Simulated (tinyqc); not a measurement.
Worked calculation: CCD on RHF in the sto-3g basis, frozen core, for H2F+, spin multiplicity 1. Computed by tinyqc, a small Python program that keeps every step (integrals from PySCF). Settings: charge = 1, multiplicity = 1, basis = sto-3g, method = RHF, frozen orbitals = 1, energy threshold = 1e-10, iteration cap = 60, orthogonalisation = canonical, start = core, DIIS depth = 6, amplitude equations = CCD, DIIS depth for amplitudes = 4, cap on updates = 63. Command: `OMP_NUM_THREADS=1 python tinyqc.py 30479 30480 out.jsonl` (the two numbers bound the seeds that draw the settings). One thread of a shared host (Intel(R) Xeon(R) Processor @ 2.60GHz), about 0.08 s of CPU time with the checks. The early iterations of the SCF are left out here.

## One-electron integrals

Geometry (angstrom):

| atom | x | y | z |
|---|---|---|---|
| F | 0.000000 | 0.000000 | 0.000000 |
| H | 0.000000 | 0.894000 | 0.666000 |
| H | 0.000000 | -0.894000 | 0.666000 |

Basis sto-3g: exponents (1/bohr^2) and contraction coefficients of normalised primitives:

| element | l (shell) | exponent | coefficient |
|---|---|---|---|
| F | s (1) | 166.679130 | 0.154329 |
| F | s (1) | 30.360812 | 0.535328 |
| F | s (1) | 8.216821 | 0.444635 |
| F | s (2) | 6.464803 | -0.099967 |
| F | s (2) | 1.502281 | 0.399513 |
| F | s (2) | 0.488588 | 0.700115 |
| F | p (3) | 6.464803 | 0.155916 |
| F | p (3) | 1.502281 | 0.607684 |
| F | p (3) | 0.488588 | 0.391957 |
| H | s (1) | 3.425251 | 0.154329 |
| H | s (1) | 0.623914 | 0.535328 |
| H | s (1) | 0.168855 | 0.444635 |

Overlap, kinetic and nuclear-attraction integrals over the contracted functions; the nuclear repulsion is the sum of Za Zb / Rab.

nuclear repulsion = 8.84021959 hartree

overlap S, lower triangle:
```
           1F 1s     1F 2s    1F 2px     1F 2py    1F 2pz     2H 1s     3H 1s
1F 1s   1.000000
1F 2s   0.237990  1.000000
1F 2px  0.000000  0.000000  1.000000
1F 2py  0.000000  0.000000  0.000000   1.000000
1F 2pz  0.000000  0.000000  0.000000   0.000000  1.000000
2H 1s   0.030808  0.327809  0.000000   0.222311  0.165614  1.000000
3H 1s   0.030808  0.327809  0.000000  -0.222311  0.165614  0.167176  1.000000
```

kinetic energy T (hartree), lower triangle:
```
            1F 1s     1F 2s    1F 2px     1F 2py    1F 2pz      2H 1s     3H 1s
1F 1s   36.984577
1F 2s   -0.212858  1.037995
1F 2px   0.000000  0.000000  3.248015
1F 2py   0.000000  0.000000  0.000000   3.248015
1F 2pz   0.000000  0.000000  0.000000   0.000000  3.248015
2H 1s   -0.007547  0.046406  0.000000   0.115118  0.085759   0.760032
3H 1s   -0.007547  0.046406  0.000000  -0.115118  0.085759  -0.005816  0.760032
```

nuclear attraction V (hartree), lower triangle:
```
             1F 1s       1F 2s      1F 2px      1F 2py      1F 2pz      2H 1s      3H 1s
1F 1s   -77.958942
1F 2s    -9.402747  -12.489045
1F 2px    0.000000    0.000000  -12.348790
1F 2py    0.000000    0.000000    0.000000  -12.440146
1F 2pz   -0.012173   -0.150479    0.000000    0.000000  -12.399490
2H 1s    -1.247594   -3.022727    0.000000   -1.761780   -1.350570  -5.710846
3H 1s    -1.247594   -3.022727    0.000000    1.761780   -1.350570  -1.075684  -5.710846
```

core Hamiltonian H = T + V (hartree), lower triangle:
```
             1F 1s       1F 2s     1F 2px     1F 2py     1F 2pz      2H 1s      3H 1s
1F 1s   -40.974365
1F 2s    -9.615605  -11.451049
1F 2px    0.000000    0.000000  -9.100776
1F 2py    0.000000    0.000000   0.000000  -9.192131
1F 2pz   -0.012173   -0.150479   0.000000   0.000000  -9.151476
2H 1s    -1.255141   -2.976320   0.000000  -1.646662  -1.264810  -4.950814
3H 1s    -1.255141   -2.976320   0.000000   1.646662  -1.264810  -1.081500  -4.950814
```

## Two-electron integrals

Functions are numbered as in S; the eight-fold symmetry (ij|kl) = (ji|kl) = (kl|ij) leaves the list below.

Two-electron integrals (ij|kl) in chemists' order, unique and non-zero (hartree):
```
(11|11) 5.403501    (21|11) 0.841920    (21|21) 0.156299    (22|11) 1.268028
(22|21) 0.292344    (22|22) 0.926167    (31|31) 0.027998    (32|31) 0.043169
(32|32) 0.204588    (33|11) 1.264502    (33|21) 0.292403    (33|22) 0.925959
(33|33) 0.997514    (41|41) 0.027998    (42|41) 0.043169    (42|42) 0.204588
(43|43) 0.053770    (44|11) 1.264502    (44|21) 0.292403    (44|22) 0.925959
(44|33) 0.889973    (44|44) 0.997514    (51|51) 0.027998    (52|51) 0.043169
(52|52) 0.204588    (53|53) 0.053770    (54|54) 0.053770    (55|11) 1.264502
(55|21) 0.292403    (55|22) 0.925959    (55|33) 0.889973    (55|44) 0.889973
(55|55) 0.997514    (61|11) 0.110389    (61|21) 0.020331    (61|22) 0.037820
(61|33) 0.037762    (61|41) 0.000664    (61|42) 0.001250    (61|44) 0.037879
(61|51) 0.000495    (61|52) 0.000932    (61|54) 0.000087    (61|55) 0.037827
(61|61) 0.002671    (62|11) 0.292251    (62|21) 0.068338    (62|22) 0.243053
(62|33) 0.239425    (62|41) 0.003737    (62|42) 0.029706    (62|44) 0.246270
(62|51) 0.002784    (62|52) 0.022130    (62|54) 0.005099    (62|55) 0.243224
(62|61) 0.009028    (62|62) 0.079898    (63|31) 0.007000    (63|32) 0.042060
(63|43) 0.006182    (63|53) 0.004605    (63|63) 0.011597    (64|11) 0.163766
(64|21) 0.038771    (64|22) 0.147604    (64|33) 0.141383    (64|41) 0.008848
(64|42) 0.059077    (64|44) 0.157689    (64|51) 0.001377    (64|52) 0.012677
(64|54) 0.007542    (64|55) 0.143571    (64|61) 0.005326    (64|62) 0.059572
(64|64) 0.055698    (65|11) 0.122000    (65|21) 0.028883    (65|22) 0.109960
(65|33) 0.105326    (65|41) 0.001377    (65|42) 0.012677    (65|44) 0.108262
(65|51) 0.008026    (65|52) 0.051504    (65|54) 0.008370    (65|55) 0.116166
(65|61) 0.003968    (65|62) 0.044379    (65|64) 0.032854    (65|65) 0.036072
(66|11) 0.465128    (66|21) 0.110530    (66|22) 0.454227    (66|33) 0.439322
(66|41) 0.007227    (66|42) 0.081774    (66|44) 0.467772    (66|51) 0.005384
(66|52) 0.060919    (66|54) 0.021194    (66|55) 0.455111    (66|61) 0.014678
(66|62) 0.195784    (66|64) 0.169897    (66|65) 0.126567    (66|66) 0.774606
(71|11) 0.110389    (71|21) 0.020331    (71|22) 0.037820    (71|33) 0.037762
(71|41) -0.000664   (71|42) -0.001250   (71|44) 0.037879    (71|51) 0.000495
(71|52) 0.000932    (71|54) -0.000087   (71|55) 0.037827    (71|61) 0.002638
(71|62) 0.008790    (71|64) 0.004783    (71|65) 0.003867    (71|66) 0.014201
(71|71) 0.002671    (72|11) 0.292251    (72|21) 0.068338    (72|22) 0.243053
(72|33) 0.239425    (72|41) -0.003737   (72|42) -0.029706   (72|44) 0.246270
(72|51) 0.002784    (72|52) 0.022130    (72|54) -0.005099   (72|55) 0.243224
(72|61) 0.008790    (72|62) 0.065119    (72|64) 0.033495    (72|65) 0.035089
(72|66) 0.129792    (72|71) 0.009028    (72|72) 0.079898    (73|31) 0.007000
(73|32) 0.042060    (73|43) -0.006182   (73|53) 0.004605    (73|63) 0.009136
(73|73) 0.011597    (74|11) -0.163766   (74|21) -0.038771   (74|22) -0.147604
(74|33) -0.141383   (74|41) 0.008848    (74|42) 0.059077    (74|44) -0.157689
(74|51) -0.001377   (74|52) -0.012677   (74|54) 0.007542    (74|55) -0.143571
(74|61) -0.004783   (74|62) -0.033495   (74|64) -0.008428   (74|65) -0.017711
(74|66) -0.061149   (74|71) -0.005326   (74|72) -0.059572   (74|74) 0.055698
(75|11) 0.122000    (75|21) 0.028883    (75|22) 0.109960    (75|33) 0.105326
(75|41) -0.001377   (75|42) -0.012677   (75|44) 0.108262    (75|51) 0.008026
(75|52) 0.051504    (75|54) -0.008370   (75|55) 0.116166    (75|61) 0.003867
(75|62) 0.035089    (75|64) 0.017711    (75|65) 0.027829    (75|66) 0.077126
(75|71) 0.003968    (75|72) 0.044379    (75|74) -0.032854   (75|75) 0.036072
(76|11) 0.097442    (76|21) 0.023036    (76|22) 0.090346    (76|33) 0.088533
(76|44) 0.090131    (76|51) 0.001437    (76|52) 0.014208    (76|55) 0.092278
(76|61) 0.003016    (76|62) 0.030360    (76|64) 0.019867    (76|65) 0.019289
(76|66) 0.082808    (76|71) 0.003016    (76|72) 0.030360    (76|74) -0.019867
(76|75) 0.019289    (76|76) 0.014954    (77|11) 0.465128    (77|21) 0.110530
(77|22) 0.454227    (77|33) 0.439322    (77|41) -0.007227   (77|42) -0.081774
(77|44) 0.467772    (77|51) 0.005384    (77|52) 0.060919    (77|54) -0.021194
(77|55) 0.455111    (77|61) 0.014201    (77|62) 0.129792    (77|64) 0.061149
(77|65) 0.077126    (77|66) 0.293797    (77|71) 0.014678    (77|72) 0.195784
(77|74) -0.169897   (77|75) 0.126567    (77|76) 0.082808    (77|77) 0.774606
```

## Orthogonalisation

S = U s U^T; canonical form X = U s^(-1/2), so that X^T S X = 1. Each column of U has its largest component positive (the first on a tie).

eigenvalues of S: 0.516391  0.591094  0.898144  1.000000  1.096068  1.241729  1.656573

X:
```
                1          2          3         4          5          6         7
1F 1s   -0.408471   0.000000   0.692568  0.000000  -0.614000   0.000000  0.205316
1F 2s    0.978525   0.000000  -0.241014  0.000000  -0.294387   0.000000  0.465128
1F 2px   0.000000   0.000000   0.000000  1.000000   0.000000   0.000000  0.000000
1F 2py   0.000000   0.792807   0.000000  0.000000   0.000000   0.711425  0.000000
1F 2pz   0.392812   0.000000   0.695781  0.000000   0.619738   0.000000  0.197391
2H 1s   -0.573522  -0.729121  -0.213960  0.000000   0.179746   0.386783  0.391276
3H 1s   -0.573522   0.729121  -0.213960  0.000000   0.179746  -0.386783  0.391276
```

## Iteration 8 (converged): orbitals

converged F (hartree), lower triangle:
```
             1F 1s      1F 2s     1F 2px     1F 2py     1F 2pz      2H 1s      3H 1s
1F 1s   -26.572578
1F 2s    -6.776072  -3.577340
1F 2px    0.000000   0.000000  -1.000360
1F 2py    0.000000   0.000000   0.000000  -0.898702
1F 2pz   -0.021046  -0.091118   0.000000   0.000000  -0.936295
2H 1s    -0.893034  -0.972809   0.000000  -0.459691  -0.387177  -0.721110
3H 1s    -0.893034  -0.972809   0.000000   0.459691  -0.387177  -0.284567  -0.721110
```

Diagonalise F' = X^T F X, C = X C', fill 5 alpha and 5 beta electrons from the bottom; D = 2 C_occ C_occ^T. Each column has its largest component positive (the first on a tie).

F' = X^T F X (hartree), lower triangle:
```
           1          2           3          4           5          6          7
1  -1.615668
2   0.000000   0.033880
3   3.611668   0.000000  -10.667108
4   0.000000   0.000000    0.000000  -1.000360
5  -3.380449   0.000000   10.641054   0.000000  -12.725080
6   0.000000  -0.065694    0.000000   0.000000    0.000000  -1.091438
7   1.109403   0.000000   -5.422745   0.000000    6.116693   0.000000  -4.665911
```

orbital energies (hartree): MO1 -26.581951, MO2 -1.987026, MO3 -1.095261, MO4 -1.024759, MO5 -1.000360, MO6 -0.080032, MO7 0.037702

coefficients C:
```
              MO1        MO2        MO3        MO4       MO5        MO6        MO7
1F 1s    0.994842  -0.252283   0.000000   0.061750  0.000000   0.092081   0.000000
1F 2s    0.021762   0.962705   0.000000  -0.306569  0.000000  -0.545295   0.000000
1F 2px   0.000000   0.000000   0.000000   0.000000  1.000000   0.000000   0.000000
1F 2py   0.000000   0.000000   0.756273   0.000000  0.000000   0.000000  -0.750147
1F 2pz   0.001964   0.087244   0.000000   0.860005  0.000000  -0.560560   0.000000
2H 1s   -0.003419   0.079688   0.343781   0.236164  0.000000   0.705675   0.750355
3H 1s   -0.003419   0.079688  -0.343781   0.236164  0.000000   0.705675  -0.750355
```

D after iteration 8, lower triangle:
```
            1F 1s      1F 2s    1F 2px     1F 2py    1F 2pz      2H 1s     3H 1s
1F 1s    2.114342
1F 2s   -0.480309   2.042518
1F 2px   0.000000   0.000000  2.000000
1F 2py   0.000000   0.000000  0.000000   1.143896
1F 2pz   0.066099  -0.359236  0.000000   0.000000  1.494449
2H 1s   -0.017845   0.008482  0.000000   0.519984  0.420095   0.360641
3H 1s   -0.017845   0.008482  0.000000  -0.519984  0.420095  -0.112100  0.360641
```

## Convergence

Stop when the energy changes by less than 1e-10 hartree and every element of the error matrix X^T (F D S - S D F) X is below 3e-06.

Course of the cycle:

| iteration | E (hartree) | change | largest element of the error matrix |
|---|---|---|---|
| 1 | -97.85217879 | - | 6.74e-01 |
| 2 | -98.82139204 | -9.69e-01 | 9.00e-02 |
| 3 | -98.82979382 | -8.40e-03 | 2.29e-02 |
| 4 | -98.83027225 | -4.78e-04 | 3.70e-03 |
| 5 | -98.83030675 | -3.45e-05 | 2.10e-03 |
| 6 | -98.83031131 | -4.56e-06 | 2.66e-04 |
| 7 | -98.83031135 | -3.97e-08 | 3.91e-07 |
| 8 | -98.83031135 | -2.70e-13 | 6.02e-09 |

PySCF RHF in the same basis = -98.83031135 hartree

Converged in 8 iterations.

## Integrals over molecular orbitals

(pq|rs) = sum C_ip C_jq C_kr C_ls (ij|kl), one index at a time.

one-electron integrals over orbitals h = C^T H C (hartree), lower triangle:
```
            1          2          3          4          5          6          7
1  -40.956818
2    0.696004  -9.568538
3    0.000000   0.000000  -7.884492
4   -0.159672   0.374730   0.000000  -8.470551
5    0.000000   0.000000   0.000000   0.000000  -9.100776
6   -0.245007   1.244084   0.000000   1.583354   0.000000  -5.504782
7    0.000000   0.000000   2.199034   0.000000   0.000000   0.000000  -5.822236
```

Two-electron integrals over orbitals (pq|rs), unique and non-zero (hartree); the lowest 1 orbital is frozen and left out:
```
(22|22) 0.860479    (32|32) 0.153424    (33|22) 0.749672    (33|33) 0.719143
(42|22) -0.008260   (42|33) -0.008902   (42|42) 0.159509    (43|32) 0.007160
(43|43) 0.049774    (44|22) 0.803400    (44|33) 0.695561    (44|42) -0.084310
(44|44) 0.850374    (52|52) 0.183569    (53|53) 0.037765    (54|52) -0.032971
(54|54) 0.051751    (55|22) 0.883468    (55|33) 0.738968    (55|42) -0.054522
(55|44) 0.816321    (55|55) 0.997514    (62|22) -0.136112   (62|33) -0.085610
(62|42) -0.048234   (62|44) -0.087264   (62|55) -0.138306   (62|62) 0.072663
(63|32) 0.020264    (63|43) 0.018663    (63|63) 0.065840    (64|22) -0.162427
(64|33) -0.097718   (64|42) 0.020179    (64|44) -0.165672   (64|55) -0.169592
(64|62) 0.059149    (64|64) 0.091616    (65|52) -0.047324   (65|54) -0.011070
(65|65) 0.024074    (66|22) 0.558920    (66|33) 0.540508    (66|42) 0.063598
(66|44) 0.531122    (66|55) 0.536697    (66|62) -0.052731   (66|64) -0.028409
(66|66) 0.536307    (72|32) -0.069393   (72|43) 0.022057    (72|63) 0.024342
(72|72) 0.055913    (73|22) -0.216513   (73|33) -0.167327   (73|42) 0.058726
(73|44) -0.193915   (73|55) -0.236378   (73|62) 0.064073    (73|64) 0.099838
(73|66) -0.017383   (73|73) 0.164696    (74|32) 0.054307    (74|43) -0.002837
(74|63) 0.046110    (74|72) -0.010062   (74|74) 0.051814    (75|53) -0.025407
(75|75) 0.019111    (76|32) 0.084142    (76|43) 0.053437    (76|63) 0.081774
(76|72) 0.006349    (76|74) 0.065298    (76|76) 0.159425    (77|22) 0.590446
(77|33) 0.591839    (77|42) 0.009976    (77|44) 0.566806    (77|55) 0.577492
(77|62) -0.039652   (77|64) -0.029525   (77|66) 0.527814    (77|73) -0.059999
(77|77) 0.558718
```

## CCD: starting amplitudes

t_ij^ab = <ij||ab> / (e_i + e_j - e_a - e_b), whose energy is MP2.

Starting amplitudes (spin orbitals 1a, 1b, ...; amplitudes related by a flip of all spins are not repeated):

| from | to | t |
|---|---|---|
| 3a 3b | 7a 7b | -0.072684 |
| 4a 4b | 6a 6b | -0.048488 |
| 3a 4b | 6b 7a | 0.048052 |
| 3a 3b | 6a 6b | -0.032426 |
| 3a 4a | 6a 7a | 0.025859 |
| 4a 4b | 7a 7b | -0.024384 |
| 3a 4b | 6a 7b | -0.022193 |
| 2a 3b | 6a 7b | -0.021077 |
| 2a 4b | 6a 6b | -0.020742 |
| 2a 2b | 6a 6b | -0.019052 |
| 2a 2b | 7a 7b | -0.013808 |
| 5a 5b | 6a 6b | -0.013079 |
| 2a 3a | 6a 7a | -0.013070 |
| 5a 5b | 7a 7b | -0.009205 |
| 2a 3b | 6b 7a | 0.008007 |
| 2a 4b | 7a 7b | 0.003259 |

correlation energy = -0.04352758 hartree

## CCD: amplitude update 1

t_ij^ab D_ij^ab are set to the remaining terms of the spin-orbital equations, evaluated with the old amplitudes; for the doubles these are <ij||ab> + 1/2 <ab||ef> t_ij^ef + 1/2 <mn||ij> t_mn^ab + P(ij)P(ab) <mb||ej> t_im^ae + terms in t^2, D the orbital-energy denominators.

Amplitudes after update 1 (spin orbitals 1a, 1b, ...; amplitudes related by a flip of all spins are not repeated):

| from | to | t |
|---|---|---|
| 3a 3b | 7a 7b | -0.089375 |
| 3a 4b | 6b 7a | 0.058105 |
| 4a 4b | 6a 6b | -0.056956 |
| 3a 3b | 6a 6b | -0.042028 |
| 3a 4b | 6a 7b | -0.032344 |
| 4a 4b | 7a 7b | -0.029577 |
| 2a 4b | 6a 6b | -0.027471 |
| 3a 4a | 6a 7a | 0.025762 |
| 2a 3b | 6a 7b | -0.025722 |
| 2a 2b | 6a 6b | -0.018853 |
| 5a 5b | 6a 6b | -0.012943 |
| 2a 3b | 6b 7a | 0.012918 |
| 2a 2b | 7a 7b | -0.012890 |
| 2a 3a | 6a 7a | -0.012803 |
| 5a 5b | 7a 7b | -0.008020 |
| 2a 4b | 7a 7b | 0.001442 |

correlation energy = -0.05236739 hartree

## CCD: amplitude update 2

As before.

Amplitudes after update 2 (spin orbitals 1a, 1b, ...; amplitudes related by a flip of all spins are not repeated):

| from | to | t |
|---|---|---|
| 3a 3b | 7a 7b | -0.094385 |
| 3a 4b | 6b 7a | 0.060496 |
| 4a 4b | 6a 6b | -0.059806 |
| 3a 3b | 6a 6b | -0.045119 |
| 3a 4b | 6a 7b | -0.036649 |
| 4a 4b | 7a 7b | -0.031146 |
| 2a 4b | 6a 6b | -0.029319 |
| 2a 3b | 6a 7b | -0.026672 |
| 3a 4a | 6a 7a | 0.023848 |
| 2a 2b | 6a 6b | -0.018656 |
| 2a 3b | 6b 7a | 0.014814 |
| 5a 5b | 6a 6b | -0.012793 |
| 2a 2b | 7a 7b | -0.012291 |
| 2a 3a | 6a 7a | -0.011858 |
| 5a 5b | 7a 7b | -0.007332 |
| 2a 4b | 7a 7b | 0.000685 |

correlation energy = -0.05468492 hartree

## CCD: amplitude update 3

t_ij^ab D_ij^ab are set to the remaining terms of the spin-orbital equations, evaluated with the old amplitudes; for the doubles these are <ij||ab> + 1/2 <ab||ef> t_ij^ef + 1/2 <mn||ij> t_mn^ab + P(ij)P(ab) <mb||ej> t_im^ae + terms in t^2, D the orbital-energy denominators. DIIS then mixes the stored amplitudes.

DIIS coefficients: -0.586808  1.586808

Amplitudes after update 3 (spin orbitals 1a, 1b, ...; amplitudes related by a flip of all spins are not repeated):

| from | to | t |
|---|---|---|
| 3a 3b | 7a 7b | -0.097290 |
| 4a 4b | 6a 6b | -0.061745 |
| 3a 4b | 6b 7a | 0.061507 |
| 3a 3b | 6a 6b | -0.046480 |
| 3a 4b | 6a 7b | -0.039470 |
| 4a 4b | 7a 7b | -0.031781 |
| 2a 4b | 6a 6b | -0.030340 |
| 2a 3b | 6a 7b | -0.027044 |
| 3a 4a | 6a 7a | 0.022037 |
| 2a 2b | 6a 6b | -0.018577 |
| 2a 3b | 6b 7a | 0.015970 |
| 5a 5b | 6a 6b | -0.012709 |
| 2a 2b | 7a 7b | -0.011919 |
| 2a 3a | 6a 7a | -0.011073 |
| 5a 5b | 7a 7b | -0.006905 |
| 2a 4b | 7a 7b | 0.000298 |

correlation energy = -0.05584899 hartree

## CCD: convergence

E_corr = 1/4 sum <ij||ab> t_ij^ab; stop when the norm of the change is below 1e-8.

Course of the amplitude iterations:

| update | correlation energy (hartree) | norm of the change |
|---|---|---|
| 0 | -0.04352758 | - |
| 1 | -0.05236739 | 6.54e-02 |
| 2 | -0.05468492 | 2.20e-02 |
| 3 | -0.05584899 | 8.54e-03 |
| 4 | -0.05584421 | 1.09e-03 |
| 5 | -0.05584829 | 2.80e-04 |
| 6 | -0.05584816 | 1.08e-05 |
| 7 | -0.05584813 | 2.56e-06 |
| 8 | -0.05584814 | 1.87e-07 |
| 9 | -0.05584814 | 2.62e-08 |
| 10 | -0.05584814 | 7.38e-09 |

Converged amplitudes (spin orbitals 1a, 1b, ...; amplitudes related by a flip of all spins are not repeated):

| from | to | t |
|---|---|---|
| 3a 3b | 7a 7b | -0.097635 |
| 4a 4b | 6a 6b | -0.062185 |
| 3a 4b | 6b 7a | 0.061343 |
| 3a 3b | 6a 6b | -0.046010 |
| 3a 4b | 6a 7b | -0.039700 |
| 4a 4b | 7a 7b | -0.031429 |
| 2a 4b | 6a 6b | -0.030450 |
| 2a 3b | 6a 7b | -0.026994 |
| 3a 4a | 6a 7a | 0.021644 |
| 2a 2b | 6a 6b | -0.018613 |
| 2a 3b | 6b 7a | 0.016020 |
| 5a 5b | 6a 6b | -0.012705 |
| 2a 2b | 7a 7b | -0.011913 |
| 2a 3a | 6a 7a | -0.010974 |
| 5a 5b | 7a 7b | -0.006907 |
| 2a 4b | 7a 7b | 0.000376 |

CCD total energy = -98.88615950 hartree

Converged in 10 updates, with DIIS from the third.
